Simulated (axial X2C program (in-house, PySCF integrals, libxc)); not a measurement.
# AlN⁻: from the state search to constants

What are the state, bond length, wavenumber and bond energy of AlN⁻, and what does spin–orbit coupling change?

The runs use an in-house X2C program for linear molecules on PySCF integrals; all-electron X2C, Al dyall-av3z, N dyall-av3z.

All values are calculated.

## Step 1: Set-up

The input, task.json:

```json
{"zs": [13, 7], "q": -1, "bas": ["dyall-av3z", "dyall-av3z"], "levels": ["PBE0", "HF", "BLYP"], "cc": true, "r0": 1.73, "thr": -2.0, "nmax": 90, "npts": 10, "nst": 2, "ntry": 6}
```

Keys: zs atomic numbers; q charge; bas basis sets; levels methods (HF also brings MP2); cc coupled cluster on or off; r0 starting distance in Å; thr threshold in hartree for freezing inner shells (an s shell follows its p shell); nmax most natural virtual spinors; npts points asked for on the curve; nst determinants followed; ntry starts of the search.

Command:

```bash
$ python so2c.py task.json out
```

Spin-free means the one-electron spin-free X2C Hamiltonian; two-component (2c) means X2C with spin–orbit coupling and atomic mean-field two-electron Coulomb and Gaunt terms. Basis: Al dyall-av3z contracted to [9s9p3d2f], N dyall-av3z contracted to [7s7p3d2f]; Gaussian nuclei, density fitting. Masses: Al 26.982 u, N 14.003 u.

Notation: σ, π±, δ± give the projection m of an orbital's angular momentum (0, ±1, ±2), α and β its spin, Λ and M_S the sums; ω is the projection of a spinor's total angular momentum and Ω the sum. Logs are in hartree.

The results follow Hamiltonian by Hamiltonian and level by level.

## Step 2: State search with PBE0

Determinants are compared with PBE0 at 1.730 Å.

Spin-free determinants:

```csv
ΔE (eV),state,open shells
0.00,"M_S = 1/2, Λ = 0",beyond closed shells: σα
0.10,"M_S = 1/2, Λ = 1","beyond closed shells: π+α, π+β, π-α"
1.87,"M_S = 3/2, Λ = 2","beyond closed shells: σα, 2 × π+α, π+β, π-α"
1.87,"M_S = 3/2, Λ = 0","beyond closed shells: σα, π+α, π+β, 2 × π-α"
2.11,"M_S = 3/2, Λ = 1","beyond closed shells: 2 × π+α, π-α"
2.13,"M_S = 1/2, Λ = 2","beyond closed shells: σα, π+α, 2 × π+β, π-α"
2.24,"M_S = 3/2, Λ = 1","beyond closed shells: 2 × σα, π+α, π+β, π-α"
```

Two-component determinants:

```json
{"ΔE (eV)": "0.00", "state": "Ω = 1/2", "open shells": "excess of +ω over −ω: ω = 1/2"}
{"ΔE (eV)": "0.10", "state": "Ω = 3/2", "open shells": "excess of +ω over −ω: ω = 3/2"}
{"ΔE (eV)": "1.87", "state": "Ω = 7/2", "open shells": "excess of +ω over −ω: ω = 1/2, 2 × ω = 3/2"}
{"ΔE (eV)": "1.88", "state": "Ω = 3/2", "open shells": "excess of +ω over −ω: ω = 3/2"}
{"ΔE (eV)": "2.11", "state": "Ω = 1/2", "open shells": "excess of +ω over −ω: 2 × ω = -1/2, ω = 3/2"}
{"ΔE (eV)": "2.11", "state": "Ω = 5/2", "open shells": "excess of +ω over −ω: ω = -1/2, 2 × ω = 3/2"}
{"ΔE (eV)": "2.13", "state": "Ω = 5/2", "open shells": "excess of +ω over −ω: 2 × ω = 1/2, ω = 3/2"}
```

## Step 3: PBE0, spin-free

State followed: M_S = 1/2, Λ = 0 (beyond closed shells: σα). The scan is laid around 1.719 Å, a first estimate of the minimum, and this SCF restarts from the orbitals of the search.

The SCF at the reference distance of 1.719 Å:

```text
spin-free X2C-1e  PBE0
basis functions 122  fitting functions 639  grid points 4353
iter        total energy     max residual
   1       -296.840635755     9.78e-01
   2       -297.424730629     2.69e-02
   3       -297.361681907     1.02e-01
   4       -297.430036120     8.36e-03
   5       -297.430778214     5.80e-04
   6       -297.430781662     3.99e-04
   7       -297.430783250     4.66e-05
   8       -297.430783329     2.43e-05
   9       -297.430783356     1.18e-05
  10       -297.430783360     3.81e-06
  11       -297.430783360     1.65e-06
converged
one-electron -472.70709076  Coulomb 172.75963421  exact exchange -6.20440983  xc functional -19.29237026  nuclear repulsion 28.01345328
```

Along the bond, energies from the lowest point:

| R (Å) | E (eV) | μ (D) | HOMO (eV) | LUMO (eV) | iterations |
| --- | --- | --- | --- | --- | --- |
| 1.496 | 0.9642 | -1.16 | -0.62 | 2.54 | 16 |
| 1.564 | 0.3978 | -1.50 | -0.55 | 2.48 | 17 |
| 1.616 | 0.1552 | -1.74 | -0.44 | 2.44 | 17 |
| 1.667 | 0.0317 | -1.95 | -0.34 | 2.41 | 18 |
| 1.719 | 0.0000 | -2.15 | -0.24 | 2.38 | 11 |
| 1.779 | 0.0507 | -2.36 | -0.13 | 2.35 | 18 |
| 1.839 | 0.1696 | -2.54 | -0.03 | 2.32 | 18 |
| 1.917 | 0.3882 | -2.70 | 0.10 | 2.28 | 18 |
| 2.011 | 0.7077 | -2.78 | 0.21 | 2.22 | 19 |
| 2.149 | 1.1943 | -2.69 | 0.32 | 2.13 | 20 |

Dipoles are positive if N is the positive end and refer to the centre of mass.

Outer orbitals at the reference distance:

```csv
symmetry,occupied,ε (eV),atomic character
σα,yes,-14.18,"69% N s, 11% Al p, 8% Al s"
σβ,yes,-12.34,"68% N s, 11% Al p, 9% Al s"
σα,yes,-3.84,"69% N p, 22% Al s, 4% N s"
σβ,yes,-2.05,"50% Al s, 28% N p, 12% Al p"
σα,yes,-1.03,"38% Al s, 30% Al p, 23% N p"
π+α,yes,-0.96,"76% N p, 16% Al p, 5% Al d"
π-α,yes,-0.96,"76% N p, 16% Al p, 5% Al d"
π+β,yes,-0.24,"68% N p, 25% Al p, 4% Al d"
π-β,yes,-0.24,"68% N p, 25% Al p, 4% Al d"
σβ,no,2.38,"36% Al s, 34% N p, 24% Al p"
σα,no,2.55,"87% Al p, 10% Al s"
π-β,no,2.66,"96% Al p, 2% N p"
π+β,no,2.66,"96% Al p, 2% N p"
```

PBE0 fields in the half plane through the axis: z from -2.4 to 3.9 Å across, distance from the axis 0.15 to 2.25 Å upwards; Al lies at z = 0 and N at z = 1.719 Å; the ELF is damped to zero where the density is low.

log10 density (e/bohr³). Ten even steps from '0' (-4.33 ) to '9' (0.98 ):
```
1112222222222222211000
1122233333333332221100
1223333444333333322110
2233344444444444332210
2333444455555555443211
2334455555556666543321
2344455676566776654321
2344556898667797654321
```

ELF. Ten even steps from ' ' (0.00 ) to '@' (0.99 ):
```
  ..::==++**++++==----::::::....            
..--**##%%%%####**++==--------::....        
--**%%@@@@@@@@%%##**++========----::..      
**%%@@@@@@@@@@%%##**++++++****++==--..      
%%@@@@@@@@@@@@**====++****######**==::..    
@@@@@@@@@@@@==      ::**##%%%%%%##++--..    
@@@@@@@@@@**  ==##--  **%%%%##%%%%**==..    
@@@@@@@@@@--..%%--%%  ++##  ++++%%##==::    
```

Re = 1.714 Å, ωe = 893 cm⁻¹, ωexe = 6.1 cm⁻¹, Be = 0.6224 cm⁻¹, De = 3.75 eV, μ = -2.13 D.

## Step 4: HF, spin-free

Output at 1.719 Å:

```text
spin-free X2C-1e  HF
basis functions 122  fitting functions 639  grid points 4353
iter        total energy     max residual
   1       -296.751642596     7.36e-02
   2       -296.769905282     1.19e-02
   3       -296.774082509     7.43e-03
   4       -296.776164133     9.52e-03
   5       -296.777747305     5.35e-03
   6       -296.779292210     5.28e-03
   7       -296.780874613     3.60e-03
   8       -296.781663110     1.99e-03
   9       -296.782264733     1.20e-03
  10       -296.782388890     2.92e-04
  11       -296.782394333     1.31e-04
  12       -296.782395813     9.28e-05
  13       -296.782396068     6.33e-05
  14       -296.782396220     5.89e-06
  15       -296.782396220     7.74e-06
  16       -296.782396222     3.71e-06
  17       -296.782396223     1.16e-07
converged
one-electron -472.16098476  Coulomb 172.28652086  exact exchange -24.92138561  xc functional 0.00000000  nuclear repulsion 28.01345328
```

Re = 1.767 Å, ωe = 630 cm⁻¹, ωexe = 12.1 cm⁻¹, Be = 0.5858 cm⁻¹, De = 0.859 eV, μ = -0.66 D. ⟨S²⟩ = 1.50 against 0.75 for a pure state, so this determinant mixes spins.

## Step 5: BLYP, spin-free

The SCF at the reference distance of 1.719 Å:

```text
spin-free X2C-1e  BLYP
basis functions 122  fitting functions 639  grid points 4353
iter        total energy     max residual
   1       -297.622252456     3.80e-02
   2       -297.628388675     4.79e-03
   3       -297.628480366     6.74e-03
   4       -297.627222474     1.52e-02
   5       -297.628766686     1.41e-03
   6       -297.628791039     6.47e-04
   7       -297.628799303     4.21e-04
   8       -297.628802121     5.85e-05
   9       -297.628802276     9.64e-06
  10       -297.628802280     8.14e-06
  11       -297.628802280     2.44e-07
converged
one-electron -472.67042794  Coulomb 172.70685519  exact exchange 0.00000000  xc functional -25.67868281  nuclear repulsion 28.01345328
```

Re = 1.733 Å, ωe = 857 cm⁻¹, ωexe = 5.65 cm⁻¹, Be = 0.6086 cm⁻¹, De = 4.47 eV, μ = -2.44 D.

## Step 6: MP2 and beyond, spin-free

Correlated methods: 9 electrons correlated (frozen shells, counted by type: Al 2 s, 1 p; N 1 s), 201 virtual spinors in MP2, 90 natural virtuals in coupled cluster.

Output of the correlated part at 1.719 Å:

```text
correlated 9  virtual 201  natural virtual 90  E(MP2) -0.239232447  MP2 remainder -0.008209214
iter   CCSD correlation   residual
   1     -0.238942505   1.66e-01
   2     -0.251396261   9.02e-02
   3     -0.259465663   5.88e-02
   4     -0.263304736   3.52e-02
   5     -0.265791177   1.94e-02
   6     -0.266310041   9.88e-03
   7     -0.266516425   4.40e-03
   8     -0.266525029   1.97e-03
   9     -0.266508179   1.07e-03
  10     -0.266530903   5.64e-04
  11     -0.266518150   3.12e-04
  12     -0.266521204   1.93e-04
  13     -0.266517969   1.01e-04
  14     -0.266515773   4.54e-05
  15     -0.266515188   2.11e-05
  16     -0.266515029   9.02e-06
  17     -0.266514889   4.25e-06
  18     -0.266514882   2.29e-06
(T) -0.016470223  T1 0.1156  D1 0.1647  max T2 0.068
```

T1 in the output is the amplitude norm over the root of the electron number; divide by √2 for the Lee–Taylor value.

MP2: No constants are quoted: the reference is strongly spin-contaminated.

CCSD: Re = 1.719 Å, ωe = 897 cm⁻¹, ωexe = 6.08 cm⁻¹, Be = 0.6186 cm⁻¹, De = 3.41 eV. T1 at Re = 0.082 (Lee–Taylor, the printed value over √2).

CCSD(T): Re = 1.720 Å, ωe = 907 cm⁻¹, ωexe = 6.52 cm⁻¹, Be = 0.6179 cm⁻¹, De = 3.71 eV. T1 at Re = 0.082 (Lee–Taylor, the printed value over √2).

## Step 7: A higher determinant, spin-free

State: M_S = 1/2, Λ = 1 (beyond closed shells: π+α, π+β, π-α).

Output at the reference distance:

```text
spin-free X2C-1e  PBE0
basis functions 122  fitting functions 639  grid points 4353
iter        total energy     max residual
   1       -296.827916562     9.84e-01
   2       -297.420939286     2.44e-02
   3       -297.395632744     6.74e-02
   4       -297.425924902     5.21e-03
   5       -297.426217747     4.28e-04
   6       -297.426219118     1.54e-04
   7       -297.426219367     1.64e-05
   8       -297.426219371     3.82e-06
   9       -297.426219371     1.74e-06
converged
one-electron -472.65360230  Coulomb 172.72769304  exact exchange -6.21467340  xc functional -19.29909000  nuclear repulsion 28.01345328
```

| R (Å) | E above the lowest PBE0 point (eV) |
| --- | --- |
| 1.496 | 1.670 |
| 1.564 | 0.885 |
| 1.616 | 0.504 |
| 1.667 | 0.261 |
| 1.719 | 0.124 |
| 1.779 | 0.070 |
| 1.839 | 0.100 |
| 1.917 | 0.224 |
| 2.011 | 0.456 |

Re = 1.785 Å, ωe = 814 cm⁻¹, ωexe = 5.99 cm⁻¹, Be = 0.574 cm⁻¹, μ = -1.37 D. Te = 0.07 eV. As a difference of two determinants it need not be a gap between pure terms.

## Step 8: The spin-free curves together

Energy (eV) of the followed determinant, spin-free, from each level's lowest point:

| R (Å) | PBE0 | HF | MP2 (spin-contaminated) | CCSD | CCSD(T) | BLYP |
| --- | --- | --- | --- | --- | --- | --- |
| 1.496 | 0.964 | 1.031 | 0.781 | n/a | n/a | 1.090 |
| 1.564 | 0.398 | 0.476 | 0.239 | 0.434 | 0.451 | 0.482 |
| 1.616 | 0.155 | 0.229 | 0.046 | 0.176 | 0.184 | 0.210 |
| 1.667 | 0.032 | 0.086 | 0.000 | 0.040 | 0.043 | 0.058 |
| 1.719 | 0.000 | 0.016 | 0.064 | 0.000 | 0.000 | 0.000 |
| 1.779 | 0.051 | 0.000 | 0.235 | 0.044 | 0.043 | 0.022 |
| 1.839 | 0.170 | 0.028 | 0.468 | 0.159 | 0.159 | 0.114 |
| 1.917 | 0.388 | 0.103 | 0.810 | 0.375 | 0.378 | 0.303 |
| 2.011 | 0.708 | 0.221 | 1.236 | n/a | n/a | 0.598 |
| 2.149 | 1.194 | 0.396 | 1.794 | n/a | n/a | 1.075 |

## Step 9: PBE0, 2c

State followed: Ω = 1/2 (excess of +ω over −ω: ω = 1/2). The scan is laid around 1.719 Å, a first estimate of the minimum, and this SCF restarts from the orbitals of the search.

Output at 1.719 Å:

```text
two-component X2C + atomic mean field  PBE0
basis functions 122  fitting functions 639  grid points 4353
iter        total energy     max residual
   1       -296.763329208     1.05e+00
   2       -297.394158995     2.67e-02
   3       -297.332044005     1.01e-01
   4       -297.399366346     8.29e-03
   5       -297.400096750     5.70e-04
   6       -297.400100085     3.95e-04
   7       -297.400101627     4.32e-05
   8       -297.400101704     2.40e-05
   9       -297.400101730     1.04e-05
  10       -297.400101735     2.98e-06
  11       -297.400101736     1.63e-06
converged
one-electron -472.62429870  Coulomb 172.73435243  exact exchange -6.20347882  xc functional -19.28946956  nuclear repulsion 28.01345328  atomic mean-field constant -0.03066036
```

Along the bond, energies from the lowest point:

| R (Å) | E (eV) | μ (D) | HOMO (eV) | LUMO (eV) | iterations |
| --- | --- | --- | --- | --- | --- |
| 1.496 | 0.9650 | -1.16 | -0.62 | 2.55 | 16 |
| 1.564 | 0.3981 | -1.50 | -0.54 | 2.49 | 17 |
| 1.616 | 0.1554 | -1.74 | -0.43 | 2.45 | 17 |
| 1.667 | 0.0318 | -1.95 | -0.33 | 2.41 | 18 |
| 1.719 | 0.0000 | -2.15 | -0.23 | 2.39 | 11 |
| 1.779 | 0.0507 | -2.36 | -0.13 | 2.36 | 18 |
| 1.839 | 0.1695 | -2.54 | -0.02 | 2.33 | 19 |
| 1.917 | 0.3881 | -2.70 | 0.10 | 2.29 | 19 |
| 2.011 | 0.7076 | -2.78 | 0.22 | 2.22 | 19 |
| 2.149 | 1.1943 | -2.69 | 0.33 | 2.13 | 20 |

Dipoles are positive if N is the positive end and refer to the centre of mass.

Outer spinors at the reference distance:

```tsv
ω	occupied	ε (eV)	atomic character	λ mixture
1/2	yes	-14.18	69% N s, 11% Al p, 8% Al s	100% σ
-1/2	yes	-12.34	68% N s, 11% Al p, 9% Al s	100% σ
1/2	yes	-3.84	69% N p, 22% Al s, 4% N s	100% σ
-1/2	yes	-2.05	50% Al s, 28% N p, 12% Al p	100% σ
1/2	yes	-1.03	38% Al s, 30% Al p, 23% N p	100% σ
-1/2	yes	-0.96	76% N p, 16% Al p, 5% Al d	100% π
3/2	yes	-0.95	76% N p, 16% Al p, 5% Al d	100% π
1/2	yes	-0.24	68% N p, 25% Al p, 4% Al d	100% π
-3/2	yes	-0.23	68% N p, 25% Al p, 4% Al d	100% π
-1/2	no	2.39	36% Al s, 35% N p, 23% Al p	100% σ
1/2	no	2.57	88% Al p, 9% Al s	100% σ
1/2	no	2.66	96% Al p, 2% N p	100% π
-3/2	no	2.66	96% Al p, 2% N p	100% π
```

PBE0 fields in the half plane through the axis: z from -2.4 to 3.9 Å across, distance from the axis 0.15 to 2.25 Å upwards; Al lies at z = 0 and N at z = 1.719 Å; the ELF is damped to zero where the density is low.

log10 density (e/bohr³). Ten even steps from '0' (-4.33 ) to '9' (0.98 ):
```
1112222222222222211000
1122233333333332221100
1223333444333333322110
2233344444444444332210
2333444455555555443211
2334455555556666543321
2344455676566776654321
3344556898667797654321
```

ELF. Ten even steps from ' ' (0.00 ) to '@' (0.99 ):
```
  ..::==++**++++==----::::::....            
..--**##%%%%####**++==--------::....        
--**%%@@@@@@@@%%##**++========----::..      
**%%@@@@@@@@@@%%##**++++++****++==--..      
%%@@@@@@@@@@@@**====++****######**==::..    
@@@@@@@@@@@@==      ::**##%%%%%%##++--..    
@@@@@@@@@@**  ==##--  **%%%%##%%%%**==..    
@@@@@@@@@@--..%%--%%  ++##  ++++%%##==::    
```

Re = 1.714 Å, ωe = 893 cm⁻¹, ωexe = 6.09 cm⁻¹, Be = 0.6224 cm⁻¹, De = 3.75 eV, μ = -2.13 D.

## Step 10: HF, 2c

The SCF at the reference distance of 1.719 Å:

```text
two-component X2C + atomic mean field  HF
basis functions 122  fitting functions 639  grid points 4353
iter        total energy     max residual
   1       -296.721068629     7.38e-02
   2       -296.739325347     1.19e-02
   3       -296.743501643     7.43e-03
   4       -296.745582805     9.52e-03
   5       -296.747165409     5.35e-03
   6       -296.748708552     5.28e-03
   7       -296.750289187     3.60e-03
   8       -296.751076401     1.99e-03
   9       -296.751677844     1.20e-03
  10       -296.751801802     2.91e-04
  11       -296.751807255     1.31e-04
  12       -296.751808728     9.31e-05
  13       -296.751808980     6.43e-05
  14       -296.751809133     5.89e-06
  15       -296.751809133     8.37e-06
  16       -296.751809136     4.44e-06
  17       -296.751809136     2.30e-06
converged
one-electron -472.07854888  Coulomb 172.26157786  exact exchange -24.91763104  xc functional 0.00000000  nuclear repulsion 28.01345328  atomic mean-field constant -0.03066036
```

Re = 1.767 Å, ωe = 630 cm⁻¹, ωexe = 12.1 cm⁻¹, Be = 0.5858 cm⁻¹, De = 0.859 eV, μ = -0.66 D.

## Step 11: BLYP, 2c

Output at 1.719 Å:

```text
two-component X2C + atomic mean field  BLYP
basis functions 122  fitting functions 639  grid points 4353
iter        total energy     max residual
   1       -297.591467662     3.80e-02
   2       -297.597602502     4.78e-03
   3       -297.597699395     6.66e-03
   4       -297.596457063     1.51e-02
   5       -297.597980063     1.42e-03
   6       -297.598004558     6.46e-04
   7       -297.598012814     4.21e-04
   8       -297.598015629     5.83e-05
   9       -297.598015783     9.65e-06
  10       -297.598015787     8.12e-06
  11       -297.598015787     2.44e-07
converged
one-electron -472.58753175  Coulomb 172.68146362  exact exchange 0.00000000  xc functional -25.67474058  nuclear repulsion 28.01345328  atomic mean-field constant -0.03066036
```

Re = 1.733 Å, ωe = 857 cm⁻¹, ωexe = 5.65 cm⁻¹, Be = 0.6086 cm⁻¹, De = 4.47 eV, μ = -2.44 D.

## Step 12: MP2 and beyond, 2c

Correlated methods: 9 electrons correlated (frozen shells, counted by type: Al 2 s, 1 p; N 1 s), 201 virtual spinors in MP2, 90 natural virtuals in coupled cluster.

Output of the correlated part at 1.719 Å:

```text
correlated 9  virtual 201  natural virtual 90  E(MP2) -0.239234767  MP2 remainder -0.008207667
iter   CCSD correlation   residual
   1     -0.238943332   1.66e-01
   2     -0.251393112   9.02e-02
   3     -0.259459052   5.88e-02
   4     -0.263296342   3.52e-02
   5     -0.265781179   1.94e-02
   6     -0.266299547   9.88e-03
   7     -0.266505756   4.39e-03
   8     -0.266514156   1.97e-03
   9     -0.266497367   1.07e-03
  10     -0.266520063   5.64e-04
  11     -0.266507319   3.12e-04
  12     -0.266510370   1.93e-04
  13     -0.266507139   1.01e-04
  14     -0.266504946   4.55e-05
  15     -0.266504362   2.14e-05
  16     -0.266504202   9.70e-06
  17     -0.266504061   5.41e-06
  18     -0.266504055   3.88e-06
(T) -0.016469178  T1 0.1155  D1 0.1647  max T2 0.068
```

MP2: No constants are quoted: the reference is strongly spin-contaminated.

CCSD: Re = 1.719 Å, ωe = 896 cm⁻¹, ωexe = 6.1 cm⁻¹, Be = 0.6186 cm⁻¹, De = 3.41 eV. T1 at Re = 0.082 (Lee–Taylor, the printed value over √2).

CCSD(T): Re = 1.720 Å, ωe = 907 cm⁻¹, ωexe = 6.54 cm⁻¹, Be = 0.6179 cm⁻¹, De = 3.71 eV. T1 at Re = 0.082 (Lee–Taylor, the printed value over √2).

## Step 13: A higher determinant, 2c

State: Ω = 3/2 (excess of +ω over −ω: ω = 3/2).

Output at the reference distance:

```text
two-component X2C + atomic mean field  PBE0
basis functions 122  fitting functions 639  grid points 4353
iter        total energy     max residual
   1       -296.750332996     1.05e+00
   2       -297.390479138     2.43e-02
   3       -297.365430070     6.70e-02
   4       -297.395388376     5.15e-03
   5       -297.395676293     4.23e-04
   6       -297.395677617     1.54e-04
   7       -297.395677862     1.73e-05
   8       -297.395677865     4.49e-06
   9       -297.395677866     2.18e-06
converged
one-electron -472.57153992  Coulomb 172.70302393  exact exchange -6.21374217  xc functional -19.29621263  nuclear repulsion 28.01345328  atomic mean-field constant -0.03066036
```

| R (Å) | E above the lowest PBE0 point (eV) |
| --- | --- |
| 1.496 | 1.667 |
| 1.564 | 0.882 |
| 1.616 | 0.500 |
| 1.667 | 0.257 |
| 1.719 | 0.120 |
| 1.779 | 0.066 |
| 1.839 | 0.096 |
| 1.917 | 0.221 |
| 2.011 | 0.453 |

Re = 1.785 Å, ωe = 814 cm⁻¹, ωexe = 5.99 cm⁻¹, Be = 0.5741 cm⁻¹, μ = -1.37 D. Te = 0.07 eV. As a difference of two determinants it need not be a gap between pure terms.

## Step 14: The 2c curves together

Energy (eV) of the followed determinant, 2c, from each level's lowest point:

| R (Å) | PBE0 | HF | MP2 (spin-contaminated) | CCSD | CCSD(T) | BLYP |
| --- | --- | --- | --- | --- | --- | --- |
| 1.496 | 0.965 | 1.032 | 0.783 | n/a | n/a | 1.091 |
| 1.564 | 0.398 | 0.476 | 0.239 | 0.435 | 0.451 | 0.482 |
| 1.616 | 0.155 | 0.229 | 0.046 | 0.176 | 0.184 | 0.210 |
| 1.667 | 0.032 | 0.086 | 0.000 | 0.040 | 0.043 | 0.058 |
| 1.719 | 0.000 | 0.016 | 0.064 | 0.000 | 0.000 | 0.000 |
| 1.779 | 0.051 | 0.000 | 0.234 | 0.044 | 0.043 | 0.021 |
| 1.839 | 0.170 | 0.028 | 0.467 | 0.158 | 0.159 | 0.114 |
| 1.917 | 0.388 | 0.103 | 0.809 | 0.375 | 0.378 | 0.303 |
| 2.011 | 0.708 | 0.221 | 1.235 | n/a | n/a | 0.598 |
| 2.149 | 1.194 | 0.397 | 1.794 | n/a | n/a | 1.075 |

Time for the job: 1.8 min (1 thread of Arm Neoverse V1, shared host); peak memory 0.52 GiB.

## Step 15: Constants

Lowest determinant that the search found at its distance, spin-free: M_S = 1/2, Λ = 0 (beyond closed shells: σα).

Lowest determinant that the search found at its distance, 2c: Ω = 1/2 (excess of +ω over −ω: ω = 1/2).

```tsv
Hamiltonian	level	Re (Å)	ωe (cm⁻¹)	De (eV)	μ (D)
spin-free	PBE0	1.714	893	3.75	-2.13
spin-free	HF	1.767	630	0.859	-0.66
spin-free	CCSD	1.719	897	3.41	n/a
spin-free	CCSD(T)	1.720	907	3.71	n/a
spin-free	BLYP	1.733	857	4.47	-2.44
2c	PBE0	1.714	893	3.75	-2.13
2c	HF	1.767	630	0.859	-0.66
2c	CCSD	1.719	896	3.41	n/a
2c	CCSD(T)	1.720	907	3.71	n/a
2c	BLYP	1.733	857	4.47	-2.44
```

Dipoles are positive if N is the positive end and refer to the centre of mass. No constants: spin-free MP2 (the reference is strongly spin-contaminated); 2c MP2 (the reference is strongly spin-contaminated). Spin-free ⟨S²⟩ is off its pure value at HF 1.50.

Time per point (s) on 1 thread of Arm Neoverse V1, shared host (2c runs; CCSD comes with the CCSD(T) run); the times are rough: PBE0 0.42, HF 0.21, CCSD(T) 4.6, BLYP 0.5.

In words: At CCSD(T), going from spin-free to two-component changes Re by 0 mÅ, ωe by 0.0 %, which is small (part of it comes from the scalar share of the two-electron terms). De moves by 0.00 eV; both De rest on single-determinant atoms, which can miss part of an open shell's spin–orbit lowering. The highest occupied level is positive near Re at BLYP spin-free, BLYP 2c: there the basis may hold the extra electron.

De refers to Al- + N; at BLYP, spin-free, to Al + N-; at BLYP, two-component, to Al + N-, each in the lowest determinant found, which need not be this curve's own limit. The state is a single determinant with fixed occupations, the lowest that a limited PBE0 search found. Dissociation energies refer to the lowest single-determinant-based atoms at the same level and basis. Density functionals use the spin component along the axis (collinear). Coupled cluster ran in a truncated set of natural virtual spinors; the MP2 energy of the rest was added. The spin-free determinant is spin-contaminated at some levels. T1 at Re is 0.082 (Lee–Taylor), above the customary mark of 0.02.
